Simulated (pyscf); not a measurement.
H₃C–Te–CH₃ + CH₃• -> H₃C–Te• + H₃C–CH₃ (substitution at C; doublet surface; C–Te broken, C–C formed). Single points on ωB97X-D3(BJ)/def2-SVP structures (PySCF, gas phase). Rate constants from transition-state theory, ωB97M-D3(BJ)/def2-TZVP energies (ideal gas, 1 atm, RRHO with modes under 100 cm⁻¹ raised to 100, one conformer, R ln 2 for chiral ones without a mode under 150 cm⁻¹; no tunnelling), k in cm³ molecule⁻¹ s⁻¹.

```json
[
 {"T (K)": "298", "1000/T": "3.354", "log10 k": "-28.54"},
 {"T (K)": "600", "1000/T": "1.667", "log10 k": "-20.19"},
 {"T (K)": "900", "1000/T": "1.111", "log10 k": "?"},
 {"T (K)": "1200", "1000/T": "0.833", "log10 k": "-15.68"}
]
```

Q: Fit an Arrhenius line to the three values, give the activation energy, and predict k at 900 K.

A: Least squares gives log10 k = -11.56 − 5.08 × 1000/T, so Ea = 5.08 × ln 10 × 1.987 = 23.2 kcal/mol, against an electronic barrier of 19.2. At 900 K the line gives -17.20; the computed value is -17.25 (ΔG‡ = 47.8 kcal/mol), close to the line. One saddle was located; it need not be the lowest between these sides. The angle at the attacked C is 178°. Elements past Kr carry the def2 core potentials, without spin-orbit coupling.
